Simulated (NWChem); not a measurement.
Program: NWChem. System: isobutene (C$_{4}$H$_{8}$), charge 0, spin multiplicity 1, at a geometry optimised with PBE0/def2-SVP. Level: PBE/def2-TZVP.

Output (cleaned and shortened):

```
             Northwest Computational Chemistry Package (NWChem) 7.3.0
             --------------------------------------------------------

                                NWChem Input Module
                                -------------------

 Scaling coordinates for geometry "geometry" by  1.889725989
 (inverse scale =  0.529177249)

 Turning off AUTOSYM since
 SYMMETRY directive was detected!

                             Geometry "geometry" -> ""
                             -------------------------

 Output coordinates in angstroms (scale by  1.889725989 to convert to a.u.)

  No.       Tag          Charge          X              Y              Z
 ---- ---------------- ---------- -------------- -------------- --------------
    1 C                    6.0000    -1.27064800     0.00000000    -0.67707600
    2 C                    6.0000     0.00000000     0.00000000     0.12074100
    3 C                    6.0000     1.27064800     0.00000000    -0.67707600
    4 C                    6.0000     0.00000000     0.00000000     1.45897600
    5 H                    1.0000    -1.32171900    -0.88345000    -1.33637000
    6 H                    1.0000    -1.32171900     0.88345000    -1.33637000
    7 H                    1.0000    -2.16142900     0.00000000    -0.03341300
    8 H                    1.0000     1.32171900    -0.88345000    -1.33637000
    9 H                    1.0000     2.16142900     0.00000000    -0.03341300
   10 H                    1.0000     1.32171900     0.88345000    -1.33637000
   11 H                    1.0000     0.93326900     0.00000000     2.02946000
   12 H                    1.0000    -0.93326900     0.00000000     2.02946000

 Effective nuclear repulsion energy (a.u.)     119.5170812184

            Nuclear Dipole moment (a.u.)
            ----------------------------
        X                 Y               Z
 ---------------- ---------------- ----------------
    -0.0000000000     0.0000000000     0.0000075589

      Symmetry information
      --------------------

 Group name             C2v
 Group number             16
 Group order               4
 No. of unique centers     6

      Symmetry unique atoms

     1    2    4    5    7   11


 Summary of "ao basis" -> "" (spherical)
 ------------------------------------------------------------------------------
       Tag                 Description            Shells   Functions and Types
 ---------------- ------------------------------  ------  ---------------------
 *                         def2-tzvp                  on all atoms

  pbe96 is a nonlocal functional; adding pw91lda local functional.

                                 NWChem DFT Module
                                 -----------------

 Summary of "ao basis" -> "ao basis" (spherical)
 ------------------------------------------------------------------------------
       Tag                 Description            Shells   Functions and Types
 ---------------- ------------------------------  ------  ---------------------
 C                         def2-tzvp                11       31   5s3p2d1f
 H                         def2-tzvp                 4        6   3s1p

 Summary of "ao basis" -> "ao basis" (spherical)
 ------------------------------------------------------------------------------
       Tag                 Description            Shells   Functions and Types
 ---------------- ------------------------------  ------  ---------------------
 C                         def2-tzvp                11       31   5s3p2d1f
 H                         def2-tzvp                 4        6   3s1p

      Symmetry analysis of basis
      --------------------------

        a1         65
        a2         24
        b1         51
        b2         32

            General Information
            -------------------
          SCF calculation type: DFT
          Wavefunction type:  closed shell.
          No. of atoms     :    12
          No. of electrons :    32
           Alpha electrons :    16
            Beta electrons :    16
          Charge           :     0
          Spin multiplicity:     1
          Use of symmetry is: on ; symmetry adaption is: on
          Maximum number of iterations: 100
[...]
------------------------------------------------------------
EAF file 0: "./mol.aoints.0" size=524288 bytes
------------------------------------------------------------
               write      read    awrite     aread      wait
               -----      ----    ------     -----      ----
     calls:        1         0         0         0         0
   data(b): 5.24e+05  0.00e+00  0.00e+00  0.00e+00
   time(s): 0.00e+00  0.00e+00  0.00e+00  0.00e+00  0.00e+00
rate(mb/s): 0.00e+00  0.00e+00
------------------------------------------------------------

   convergence    iter        energy       DeltaE   RMS-Dens  Diis-err    time
 ---------------- ----- ----------------- --------- --------- ---------  ------
 d= 0,ls=0.0,diis     1   -153.6504709108 -2.73D+02  4.71D+01  1.61D+01     8.1
 d= 0,ls=0.0,diis     2   -156.5605891689 -2.91D+00  1.52D-02  3.84D+00     9.8
 Grid integrated density:      32.000034761618
 Requested integration accuracy:   0.10E-05
 d= 0,ls=0.0,diis     3   -156.5385137891  2.21D-02  1.17D-02  3.62D+00    11.2
 d= 0,ls=0.0,diis     4   -157.0485421660 -5.10D-01  1.12D-03  3.02D-02    12.8
 d= 0,ls=0.0,diis     5   -157.0493277776 -7.86D-04  5.45D-04  2.70D-02    14.3
  Resetting Diis
 d= 0,ls=0.0,diis     6   -157.0521228819 -2.80D-03  2.57D-04  3.62D-03    15.7
 d= 0,ls=0.0,diis     7   -157.0526916382 -5.69D-04  3.61D-05  1.14D-05    17.1
 d= 0,ls=0.0,diis     8   -157.0526906868  9.51D-07  1.95D-05  1.84D-05    18.7
 d= 0,ls=0.0,diis     9   -157.0526929476 -2.26D-06  5.18D-06  3.30D-06    20.2
 d= 0,ls=0.0,diis    10   -157.0526933623 -4.15D-07  1.12D-06  8.45D-08    21.7

         Total DFT energy =     -157.052693362309
      One electron energy =     -446.390258127744
           Coulomb energy =      194.248877558686
    Exchange-Corr. energy =      -24.428394011642
 Nuclear repulsion energy =      119.517081218392

 Numeric. integr. density =       32.000013591683

     Total iterative time =     20.4s

                  Occupations of the irreducible representations
                  ----------------------------------------------

                     irrep           alpha         beta
                     --------     --------     --------
                     a1                8.0          8.0
                     a2                1.0          1.0
                     b1                5.0          5.0
                     b2                2.0          2.0

                       DFT Final Molecular Orbital Analysis
                       ------------------------------------

 Vector   14  Occ=2.000000D+00  E=-3.204407D-01  Symmetry=a1
              MO Center= -1.5D-14, -6.1D-16, -1.3D-01, r^2= 3.3D+00
   Bfn.  Coefficient  Atom+Function         Bfn.  Coefficient  Atom+Function
  ----- ------------  ---------------      ----- ------------  ---------------
    39      0.237783   2 C  pz              101     -0.218600   4 C  pz
     8     -0.192868   1 C  pz               70     -0.192868   3 C  pz
    42      0.168871   2 C  pz               11     -0.133717   1 C  pz
    73     -0.133717   3 C  pz              104     -0.126227   4 C  pz
   138     -0.101880   7 H  s               150     -0.101880   9 H  s

 Vector   15  Occ=2.000000D+00  E=-2.988842D-01  Symmetry=b1
              MO Center= -4.8D-15, -6.1D-16,  3.4D-01, r^2= 3.2D+00
   Bfn.  Coefficient  Atom+Function         Bfn.  Coefficient  Atom+Function
  ----- ------------  ---------------      ----- ------------  ---------------
    37      0.241296   2 C  px                6     -0.197616   1 C  px
    68     -0.197616   3 C  px               40      0.182528   2 C  px
    99     -0.169379   4 C  px              162     -0.146193  11 H  s
   168      0.146193  12 H  s                 9     -0.142360   1 C  px
    71     -0.142360   3 C  px              102     -0.107182   4 C  px

 Vector   16  Occ=2.000000D+00  E=-2.172065D-01  Symmetry=b2
              MO Center=  6.8D-15,  1.2D-15,  6.2D-01, r^2= 2.4D+00
   Bfn.  Coefficient  Atom+Function         Bfn.  Coefficient  Atom+Function
  ----- ------------  ---------------      ----- ------------  ---------------
   100      0.302851   4 C  py               38      0.259298   2 C  py
   103      0.260363   4 C  py               41      0.218979   2 C  py
   106      0.194748   4 C  py               44      0.118194   2 C  py
   127      0.094326   5 H  s               133     -0.094326   6 H  s
   145      0.094326   8 H  s               157     -0.094326  10 H  s

 Vector   17  Occ=0.000000D+00  E=-1.955539D-02  Symmetry=b2
              MO Center=  8.4D-15, -1.3D-14,  5.8D-01, r^2= 3.2D+00
   Bfn.  Coefficient  Atom+Function         Bfn.  Coefficient  Atom+Function
  ----- ------------  ---------------      ----- ------------  ---------------
   106     -0.604779   4 C  py               44      0.599693   2 C  py
    38      0.330336   2 C  py               41      0.292112   2 C  py
   100     -0.284921   4 C  py              127      0.269631   5 H  s
   133     -0.269631   6 H  s               145      0.269631   8 H  s
   157     -0.269631  10 H  s               103     -0.237172   4 C  py

 Vector   18  Occ=0.000000D+00  E= 1.801518D-02  Symmetry=a1
              MO Center=  1.4D-12, -3.8D-14, -8.2D-01, r^2= 8.0D+00
   Bfn.  Coefficient  Atom+Function         Bfn.  Coefficient  Atom+Function
  ----- ------------  ---------------      ----- ------------  ---------------
     5      3.387912   1 C  s                67      3.387912   3 C  s
    36     -1.605644   2 C  s               127     -1.222954   5 H  s
   133     -1.222954   6 H  s               145     -1.222954   8 H  s
   157     -1.222954  10 H  s               139     -1.061177   7 H  s
   151     -1.061177   9 H  s                97      0.497076   4 C  s

 Vector   19  Occ=0.000000D+00  E= 6.360769D-02  Symmetry=b1
              MO Center=  1.5D-11,  1.2D-13, -6.4D-01, r^2= 9.9D+00
   Bfn.  Coefficient  Atom+Function         Bfn.  Coefficient  Atom+Function
  ----- ------------  ---------------      ----- ------------  ---------------
     5      6.160777   1 C  s                67     -6.160777   3 C  s
    43      3.177334   2 C  px              105     -1.541582   4 C  px
   139     -1.534005   7 H  s               151      1.534005   9 H  s
   127     -1.434417   5 H  s               133     -1.434417   6 H  s
   145      1.434417   8 H  s               157      1.434417  10 H  s

 center of mass
 --------------
 x =   0.00000000 y =   0.00000000 z =   0.04526246

 moments of inertia (a.u.)
 ------------------
         197.616990397229           0.000000000000           0.000000000000
           0.000000000000         389.802630116907           0.000000000000
           0.000000000000           0.000000000000         214.657381505573

     Multipole analysis of the density
     ---------------------------------

     L   x y z        total         alpha         beta         nuclear
     -   - - -        -----         -----         ----         -------
     0   0 0 0     -0.000000    -16.000000    -16.000000     32.000000

     1   1 0 0     -0.000000     -0.000000     -0.000000     -0.000000
     1   0 1 0      0.000000      0.000000      0.000000      0.000000
     1   0 0 1     -0.229250     -0.114629     -0.114629      0.000008

     2   2 0 0    -19.303249    -76.515971    -76.515971    133.728692
     2   1 1 0      0.000000      0.000000      0.000000      0.000000
     2   1 0 1     -0.000000     -0.000000     -0.000000      0.000000
     2   0 2 0    -21.094318    -16.121476    -16.121476     11.148633
     2   0 1 1      0.000000      0.000000      0.000000      0.000000
     2   0 0 2    -19.786070    -70.143151    -70.143151    120.500233

 Task  times  cpu:       21.8s     wall:       21.8s

 Total times  cpu:       21.9s     wall:       21.9s
```

Task: Write an NWChem input that would produce this output.

Result: This is not unique; one that fits is 
```
start mol
memory heap 200 mb stack 900 mb global 1100 mb
geometry units angstroms nocenter noautoz
  C     -1.270648     0.000000    -0.677076
  C      0.000000     0.000000     0.120741
  C      1.270648     0.000000    -0.677076
  C      0.000000     0.000000     1.458976
  H     -1.321719    -0.883450    -1.336370
  H     -1.321719     0.883450    -1.336370
  H     -2.161429     0.000000    -0.033413
  H      1.321719    -0.883450    -1.336370
  H      2.161429     0.000000    -0.033413
  H      1.321719     0.883450    -1.336370
  H      0.933269     0.000000     2.029460
  H     -0.933269     0.000000     2.029460
  symmetry group C2v
end
basis spherical
  * library def2-tzvp
end
dft
  xc xpbe96 cpbe96
  semidirect memsize 60000000 filesize 0
  iterations 100
end
task dft energy
```
